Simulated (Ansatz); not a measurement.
Rock-salt RbCl: PBE at its full settings (plane-wave cutoff 520 eV, 10×10×10 k mesh, Fermi–Dirac smearing 0.01 eV, scalar-relativistic PAW data made under PBE) and at cheaper ones, in a cell of 2 atoms with Γ-centred meshes.

```json
[
 {"level and setting": "PBE (Ansatz)", "equilibrium lattice constant a (Å)": "6.699", "bulk modulus B0 (GPa)": "14.2"},
 {"level and setting": "PBE (300 eV cutoff) (Ansatz)", "equilibrium lattice constant a (Å)": "6.699", "bulk modulus B0 (GPa)": "14.2"},
 {"level and setting": "PBE (2×2×2 k mesh) (Ansatz)", "equilibrium lattice constant a (Å)": "6.727", "bulk modulus B0 (GPa)": "13.8"},
 {"level and setting": "PBE (4×4×4 k mesh) (Ansatz)", "equilibrium lattice constant a (Å)": "6.699", "bulk modulus B0 (GPa)": "14.2"},
 {"level and setting": "PBE (6×6×6 k mesh) (Ansatz)", "equilibrium lattice constant a (Å)": "6.699", "bulk modulus B0 (GPa)": "14.2"},
 {"level and setting": "PBE (Fermi-Dirac smearing of 0.3 eV) (Ansatz)", "equilibrium lattice constant a (Å)": "6.699", "bulk modulus B0 (GPa)": "14.2"}
]
```

Largest shifts from the full settings: lattice constant a +0.42 % (PBE (2×2×2 k mesh)), against a difference of +2.56 % of the full result from the reference 6.532 Å (measured, low temperature, no zero-point or thermal correction; as tabulated in Doll and Stoll (1998), arXiv:cond-mat/9801031); bulk modulus -2.8 % (PBE (2×2×2 k mesh)), against a difference of -24 % of the full result from the reference 18.7 GPa (measured, 4 K, not corrected to a static lattice; as tabulated in Doll and Stoll (1998), arXiv:cond-mat/9801031).

Ansatz's density-functional and Hartree–Fock values are scalar-relativistic unless marked +SOC, with PAW data made under PBE.

Run with cheap settings on purpose, which may leave them unconverged: PBE (2×2×2 k mesh), PBE (300 eV cutoff), PBE (4×4×4 k mesh), PBE (6×6×6 k mesh), PBE (Fermi-Dirac smearing of 0.3 eV).

Ansatz is a first-principles code.
